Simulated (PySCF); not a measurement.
PH3: calculation against experiment

**The experiment to reproduce.**

NIST CCCBDB Release 22 (SRD 101), experimental dipoles lists, for the gas: dipole moment (microwave Stark effect) 0.58 D.

How close the calculation comes is told at the end.

Species: PH3.
SMILES with atom numbers: `[PH3:1]` (hydrogens: H2, H3, H4 on P1)

Structure used (PBE0-D3(BJ)/def2-SVP), in Å, numbered top down from 1:
```
atom  x, y, z in Å
P1     0.0256   -0.0410    0.4763
H2    -0.5990    1.0211   -0.2472
H3     1.1993   -0.0042   -0.3374
H4    -0.5896   -1.0495   -0.3272
```

The PySCF runs (gas phase, on this PBE0-D3(BJ)/def2-SVP geometry; no spin–orbit coupling):

| level | job | basis functions | wall time |
| --- | --- | --- | --- |
| PBE0-D3(BJ)/def2-SVP, grid level 1 | geometry optimisation from a GFN2-xTB start shaken at random | 33 | 2.0 s |

Hardware: AMD EPYC 7R43, one thread, no GPU, shared host.

**Comparison with experiment**

**Dipole moment.** Measured: 0.58 D (NIST CCCBDB Release 22 (SRD 101), experimental dipoles).

```tsv
level	computed (D)	computed − measured (D)	% (from the printed values)
PBE0-D3(BJ)/def2-SVP	0.91	+0.33	+57
```

The computed dipoles belong to one fixed geometry; measured ones are averaged over vibrations unless marked μe. Magnitudes are compared, not signs.

The geometry is computed, not the measured one. Where a level misses, the cause wasn't examined.
